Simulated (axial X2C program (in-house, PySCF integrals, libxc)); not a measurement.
# NAlN⁺: bond lengths and stretches, held linear

How do method and spin–orbit coupling move the bonds and stretches of NAlN⁺, held linear?

Program: an in-house X2C program for linear molecules on PySCF integrals. Level of theory: all-electron X2C, two-component (2c) or spin-free, N dyall-av3z, Al dyall-v3z. These are calculated values, not measurements.

All values are calculated.

2 further runs of the same task are left out: 2 set aside as unsound or not needed.

## Step 1: Input

File task.json:

```json
{"zs": [7, 13, 7], "q": 1, "bas": ["dyall-av3z", "dyall-v3z", "dyall-av3z"], "r0": [1.73, 1.73], "symm": 1, "scan": ["PBE0", "HF", "B3LYP"], "levels": ["PBE0", "HF", "LDA"], "nst": 2}
```

Keys: zs atomic numbers; q charge; bas basis sets; r0 starting distance in Å; symm equal bonds; scan levels of the two-bond scan; levels methods; nst determinants followed.

Run with:

```sh
python solin.py task.json out
```

Masses N 14.003, Al 26.982, N 14.003 u.

## Step 2: Scan at PBE0, 2c

State: Ω = 2 (beyond evenly filled blocks: 2 × ω = -1/2, 2 × ω = 3/2). Energies above the lowest point, from the job's result record:

```csv
r(N–Al) (Å),r(Al–N) (Å),E (meV)
1.8272,1.8272,40.93
1.8272,1.8740,20.60
1.8272,1.9208,36.47
1.8740,1.8272,20.60
1.8740,1.8740,0.00
1.8740,1.9208,15.55
1.8740,1.9677,59.66
1.9208,1.8272,36.47
1.9208,1.8740,15.55
1.9208,1.9208,30.77
1.9677,1.8740,59.66
1.9677,1.9677,117.90
```

A quadratic surface with cubic terms in each bond gives the minimum at 1.876 and 1.876 Å, force constants 2.62, 2.62 and coupling -0.02 mdyn/Å.

## Step 3: Scan at HF, 2c

State: Ω = 2 (beyond evenly filled blocks: 2 × ω = -1/2, 2 × ω = 3/2). Energies above the lowest point, from the job's result record:

```csv
r(N–Al) (Å),r(Al–N) (Å),E (meV)
1.8272,1.8272,0.00
1.8272,1.8740,0.64
1.8272,1.9208,34.87
1.8740,1.8272,0.64
1.8740,1.8740,1.78
1.8740,1.9208,36.78
1.8740,1.9677,94.88
1.9208,1.8272,34.87
1.9208,1.8740,36.78
1.9208,1.9208,73.10
1.9677,1.8740,94.88
1.9677,1.9677,197.28
```

A quadratic surface with cubic terms in each bond gives the minimum at 1.850 and 1.850 Å, force constants 2.94, 2.94 and coupling 0.12 mdyn/Å.

## Step 4: Scan at B3LYP, 2c

State: Ω = 2 (beyond evenly filled blocks: 2 × ω = -1/2, 2 × ω = 3/2). Energies above the lowest point, from the job's result record:

```csv
r(N–Al) (Å),r(Al–N) (Å),E (meV)
1.8272,1.8272,52.48
1.8272,1.8740,26.38
1.8272,1.9208,36.18
1.8740,1.8272,26.38
1.8740,1.8740,0.00
1.8740,1.9208,9.47
1.8740,1.9677,47.25
1.9208,1.8272,36.18
1.9208,1.8740,9.47
1.9208,1.9208,18.60
1.9677,1.8740,47.25
1.9677,1.9677,92.99
```

A quadratic surface with cubic terms in each bond gives the minimum at 1.884 and 1.884 Å, force constants 2.51, 2.51 and coupling -0.03 mdyn/Å.

## Step 5: The levels side by side

| level | r(N–Al) (Å) | r(Al–N) (Å) | lower stretch (cm⁻¹) | upper stretch (cm⁻¹) |
| --- | --- | --- | --- | --- |
| PBE0, 2c | 1.876 | 1.876 | 561.3 | 808.8 |
| HF, 2c | 1.850 | 1.850 | 609.0 | 835.1 |
| B3LYP, 2c | 1.884 | 1.884 | 548.3 | 790.7 |
| PBE0, spin-free | 1.876 | 1.876 | 561.4 | 808.9 |
| HF, spin-free | 1.850 | 1.850 | 609.1 | 835.1 |
| B3LYP, spin-free | 1.884 | 1.884 | 548.3 | 790.8 |

Scans not shown above were run alike.

**Reading.** Over the levels the N–Al bond spans 1.850 to 1.884 Å and the Al–N bond 1.850 to 1.884 Å. At PBE0 spin–orbit coupling leaves both bonds unchanged to 0.001 Å. Each state is one determinant, the lowest of a limited PBE0 search; the stretches come from a fit to few points and are good to some per cent at best. The stretches are sorted by size, and where the two bonds are alike the symmetric and antisymmetric modes can swap order between levels. The molecule was held linear; bending was not examined, so a bent shape may lie lower. Open-shell Ω = 0 determinants with evenly filled partner blocks cannot be reached by this program, so the Ω shown need not be the lowest component. Note: several unpaired electrons, one determinant need not be a pure state.
